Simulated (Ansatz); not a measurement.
Molecule: CH₄O, charge 1, multiplicity 2. SMILES of the parent species: CO

Atoms: C1, O2, H3, H4, H5, H6. Bonds: C1-O2, C1-H3, C1-H5, C1-H6, O2-H4.

Bond lengths (Å) and angles (degrees) optimised at HF/STO-3G with Ansatz (a first-principles code); HF/3-21G with Ansatz; HF/6-31G* with Ansatz; PBE/6-31G* with Ansatz; B3LYP/LANL2DZ with Ansatz; MP2/6-31G* with Ansatz, each started from the B3LYP-D3(BJ)/def2-TZVP structure (Ansatz) of the last column. A row stands for all coordinates that are equal there; 7 of 9 kinds are shown. 6-31G* holds six Cartesian d functions. At HF/6-31G* the structure is a saddle point. No wavenumbers were computed at HF/STO-3G, PBE/6-31G*, B3LYP/LANL2DZ, MP2/6-31G*, so these may be saddle points.

```csv
coordinate,HF/STO-3G,HF/3-21G,HF/6-31G*,PBE/6-31G*,B3LYP/LANL2DZ,MP2/6-31G*,B3LYP-D3(BJ)/def2-TZVP
C1-O2,1.506,1.576,1.475,1.367,1.413,1.387,1.355
C1-H3,1.100,1.078,1.082,1.139,1.122,1.112,1.128
C1-H5,1.096,1.074,1.075,1.098,1.090,1.086,1.085
O2-H4,1.026,0.999,0.977,1.000,1.003,0.999,0.987
O2-C1-H3,104.2,101.8,103.3,106.5,105.8,104.3,106.6
O2-C1-H5,109.2,107.5,109.5,117.3,115.3,114.5,116.8
C1-O2-H4,113.6,121.1,116.5,113.1,118.8,114.5,114.5
```

Mean signed difference of all 5 bond lengths from B3LYP-D3(BJ)/def2-TZVP: HF/STO-3G 0.029 Å, HF/3-21G 0.024 Å, HF/6-31G* 0.001 Å, PBE/6-31G* 0.012 Å, B3LYP/LANL2DZ 0.013 Å, MP2/6-31G* 0.002 Å.
